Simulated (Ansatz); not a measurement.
**doublet CH6B: levels of theory compared**

We compute a comparison of 6 runs (UHF/STO-3G, U-revPBE/STO-3G, UCAM-B3LYP/STO-3G, RPA@PBE/STO-3G, UBCCD(T)/STO-3G, UCCSDT(Q)/STO-3G) of doublet CH6B. 

The results are computed with Ansatz 0.2.0.

1 further run of the same task is left out (it didn't finish).

## 1. The structure to begin with

The species is CH6B (8 atoms), meant as a doublet with charge 0. As SMILES of the parent species, `[H][B-]([H])([H])C`. The shape is that of a GFN2-xTB optimisation. That shape belongs to the parent species and isn't relaxed for this state.

Bond lengths: B1–C2 1.649 Å, C2–H3 1.096 Å, C2–H4 1.096 Å, C2–H5 1.096 Å, B1–H6 1.231 Å, B1–H7 1.231 Å, B1–H8 1.232 Å. Some angles: B1–C2–H3 112.2°, B1–C2–H4 112.2°, B1–C2–H5 112.2°, C2–B1–H6 110.2°, C2–B1–H7 110.2°, C2–B1–H8 110.2°, H3–C2–H4 106.6°, H3–C2–H5 106.6°, H4–C2–H5 106.6°, H6–B1–H7 108.7°.

## 2. A single-point energy at UHF/STO-3G (run 1)

File job.yaml:

```yaml
crystal:
  periodic: [false, false, false]
  atoms:
    - symbol: B
      position_ang: [-0.002120, 0.003030, -0.820260]
    - symbol: C
      position_ang: [0.002160, -0.002850, 0.828840]
    - symbol: H
      position_ang: [-1.010180, 0.041900, 1.245300]
    - symbol: H
      position_ang: [0.550190, 0.849940, 1.244930]
    - symbol: H
      position_ang: [0.469650, -0.905360, 1.238890]
    - symbol: H
      position_ang: [1.151450, -0.035240, -1.249110]
    - symbol: H
      position_ang: [-0.546150, 1.024230, -1.240270]
    - symbol: H
      position_ang: [-0.615010, -0.975650, -1.248310]
basis:
  gaussian:
    orbitals: STO-3G
magnetization:
  spin_polarized: true
  initial_magnetization: 1
hamiltonian:
  xc: hf
accuracy: high
```

The run is started by

```console
$ ansatz run job.yaml --threads 1 --pin off --max-ram 2610MiB --events-out events.jsonl --progress --plain --runs-dir runs
```

Standard output:

```text
Warning: RAYON_NUM_THREADS=1 ignored (pool sized by the plan → 1); use --threads N
Functional definition: HF
  name "HF"
  exchange = exact_x
  correlation = 0
278 factors; integrals over basis functions are off by at most 1.5e-8 eV
mean field evaluation 1: about -1769.8617 eV, gradient 1.2e1 eV
mean field evaluation 2: about -1769.9362 eV, gradient 1.2e1 eV
mean field evaluation 4: about -1771.1529 eV, gradient 1.1e0 eV
mean field evaluation 8: about -1771.1728 eV, gradient 1.5e-2 eV
mean field evaluation 16: about -1769.1521 eV, gradient 1.3e1 eV
mean field evaluation 32: about -1771.0717 eV, gradient 1.7e-1 eV
mean field evaluation 64: about -1771.0486 eV, gradient 1.4e-1 eV
mean field evaluation 96: about -1771.0896 eV, gradient 9.7e-2 eV
mean field -1771.17283719 eV, -65.0894012226 hartree, gradient 1.2e-8 eV, S^2 0.756674; 2 other end points of the search recorded, 0 dependent functions left out
reference -1771.17283719 eV, -65.0894012226 hartree; 9, 8 occupied and 7, 8 virtual orbitals, 278 factors
Total energy: -1771.17283719 eV, -65.0894012226 hartree
```

Run time: 0.14 s. Hardware: 1 thread of Arm Neoverse V2, shared host.

## 3. The energy at U-revPBE/STO-3G (run 2)

File run.yaml:

```yaml
crystal:
  periodic: [false, false, false]
  atoms:
    - {symbol: B, position_ang: [-0.002120, 0.003030, -0.820260]}
    - {symbol: C, position_ang: [0.002160, -0.002850, 0.828840]}
    - {symbol: H, position_ang: [-1.010180, 0.041900, 1.245300]}
    - {symbol: H, position_ang: [0.550190, 0.849940, 1.244930]}
    - {symbol: H, position_ang: [0.469650, -0.905360, 1.238890]}
    - {symbol: H, position_ang: [1.151450, -0.035240, -1.249110]}
    - {symbol: H, position_ang: [-0.546150, 1.024230, -1.240270]}
    - {symbol: H, position_ang: [-0.615010, -0.975650, -1.248310]}
basis:
  gaussian: {orbitals: STO-3G}
magnetization: {spin_polarized: true, initial_magnetization: 1}
hamiltonian: {xc: {name: revPBE}}
accuracy: high
```

The run is started by

```console
$ ansatz run run.yaml --threads 1 --pin off --max-ram 2610MiB --events-out events.jsonl --progress --plain --runs-dir runs
```

Standard output:

```text
Warning: RAYON_NUM_THREADS=1 ignored (pool sized by the plan → 1); use --threads N
Functional definition: revPBE
  name "revPBE"
  parameter kappa = 1.245
  parameter beta = 0.06672455060314922
  exchange = pbe_x(kappa = kappa, mu = beta*pi^2/3)
  correlation = pbe_c(beta = beta)
278 factors; integrals over basis functions are off by at most 1.5e-8 eV
mean field evaluation 1: about -1784.6123 eV, gradient 7.9e0 eV
mean field evaluation 2: about -1783.0423 eV, gradient 1.8e1 eV
mean field evaluation 4: about -1784.8048 eV, gradient 7.7e0 eV
mean field evaluation 8: about -1785.0107 eV, gradient 4.9e0 eV
mean field evaluation 16: about -1785.4920 eV, gradient 3.9e-5 eV
mean field evaluation 32: about -1785.5002 eV, gradient 7.3e-3 eV
mean field evaluation 64: about -1785.3804 eV, gradient 2.4e0 eV
mean field -1785.49387518 eV, -65.6156896617 hartree, gradient 2.4e-8 eV, S^2 0.750990; 8 other end points of the search recorded, 0 dependent functions left out
reference -1785.49387775 eV, -65.6156897562 hartree; 9, 8 occupied and 7, 8 virtual orbitals, 278 factors
Total energy: -1785.49387775 eV, -65.6156897562 hartree
```

Run time: 5.7 s. Hardware: 1 thread of Arm Neoverse V2, shared host; peak memory 0.13 GiB.

Run 3 isn't shown in full; the table further down has it.

## 4. The energy at RPA@PBE/STO-3G (run 4)

File input.yaml:

```yaml
crystal:
  periodic: [false, false, false]
  atoms:
    - {symbol: B, position_ang: [-0.002120, 0.003030, -0.820260]}
    - {symbol: C, position_ang: [0.002160, -0.002850, 0.828840]}
    - {symbol: H, position_ang: [-1.010180, 0.041900, 1.245300]}
    - {symbol: H, position_ang: [0.550190, 0.849940, 1.244930]}
    - {symbol: H, position_ang: [0.469650, -0.905360, 1.238890]}
    - {symbol: H, position_ang: [1.151450, -0.035240, -1.249110]}
    - {symbol: H, position_ang: [-0.546150, 1.024230, -1.240270]}
    - {symbol: H, position_ang: [-0.615010, -0.975650, -1.248310]}
basis:
  gaussian:
    orbitals: STO-3G
correlation:
  method: rpa
  frozen_orbitals: {B: 1, C: 1, H: 0}
accuracy: high
magnetization:
  spin_polarized: true
  initial_magnetization: 1
hamiltonian:
  xc: {name: PBE}
```

The run is started by

```console
$ ansatz run input.yaml --threads 1 --pin off --max-ram 2610MiB --events-out events.jsonl --progress --plain --runs-dir runs
```

Standard output, cut to the lines that bear on the results:

```text
Warning: RAYON_NUM_THREADS=1 ignored (pool sized by the plan → 1); use --threads N
Functional definition: PBE
  name "PBE"
[...]
278 factors; integrals over basis functions are off by at most 1.5e-8 eV
[...]
mean field -1782.79912590 eV, -65.5166594523 hartree, gradient 4.3e-8 eV, S^2 0.751034; 6 other end points of the search recorded, 0 dependent functions left out
2 core orbitals not correlated: weight in the atoms' cores, before any rotation towards them, 1.000 or more for the frozen orbitals, at most 0.000 for the correlated occupied ones
reference -1770.58968540 eV, -65.0679707897 hartree; 7, 6 occupied and 7, 8 virtual orbitals, 278 factors
Total energy: -1777.40518651 eV, -65.3184358357 hartree
```

Wall time 5.4 s (1 thread of Arm Neoverse V2, shared host); peak memory 0.13 GiB.

Run 5 isn't shown in full; the table further down has it.

## 5. A single-point energy at UCCSDT(Q)/STO-3G (run 6)

Edit input.yaml of step 4 so:

```diff
@@ -14,6 +14,2 @@
     orbitals: STO-3G
-correlation:
-  method: rpa
-  frozen_orbitals: {B: 1, C: 1, H: 0}
-accuracy: high
 magnetization:
@@ -21,3 +17,7 @@
   initial_magnetization: 1
-hamiltonian:
-  xc: {name: PBE}
+correlation:
+  method: ccsdt_q
+  frozen_orbitals: {B: 1, C: 1, H: 0}
+accuracy: high
+scf:
+  omitted_lower_state_checks: [cluster_reference, increment]
```

The run is started by

```console
$ ansatz run input.yaml --threads 1 --pin off --max-ram 2610MiB --events-out events.jsonl --progress --plain --runs-dir runs
```

Standard output:

```text
Warning: RAYON_NUM_THREADS=1 ignored (pool sized by the plan → 1); use --threads N
[... 13 lines left out ...]
2 core orbitals not correlated: weight in the atoms' cores, before any rotation towards them, 1.000 or more for the frozen orbitals, at most 0.000 for the correlated occupied ones
[... 55 lines left out ...]
Total energy: -1774.74658962 eV, -65.2207342022 hartree
Checks for a lower state left out: cluster_reference, increment
```

Run time: 1.7 s. Hardware: 1 thread of Arm Neoverse V2, shared host; peak memory 0.093 GiB.

## 6. The series

| run | level | frozen core orbitals | energy (Eh) | ⟨S²⟩ | wall time |
| --- | --- | --- | --- | --- | --- |
| 1 | UHF/STO-3G | – | -65.089401 | 0.757 | 0.14 s |
| 2 | U-revPBE/STO-3G | – | -65.615690 | 0.751 | 5.7 s |
| 3 | UCAM-B3LYP/STO-3G | – | -65.565053 | 0.754 | 3.6 s |
| 4 | RPA@PBE/STO-3G | 2 | -65.318436 | 0.751 | 5.4 s |
| 5 | UBCCD(T)/STO-3G | 2 | -65.220274 | 0.757 | 0.36 s |
| 6 | UCCSDT(Q)/STO-3G | 2 | -65.220734 | 0.757 | 1.7 s |

## 7. Outcome

| quantity | value |
| --- | --- |
| run 6: total energy | -65.22073 Eh |
| run 6: correlation energy (2 core orbitals frozen) | -131.3 mEh |
| run 6: ⟨S²⟩ of the reference determinant | 0.757 |
| run 6: T1 diagnostic | 0.011 |

What this shows: Below the UHF energy at the same shape and in the same basis (STO-3G): UBCCD(T) -130.9 mEh; UCCSDT(Q) -131.3 mEh. Totals of different functionals can't be ranked against each other. In runs 1, 2, 3, 4, 5, 6 the basis is minimal, so the values are rough. All runs together took 17 s, the longest 5.7 s.
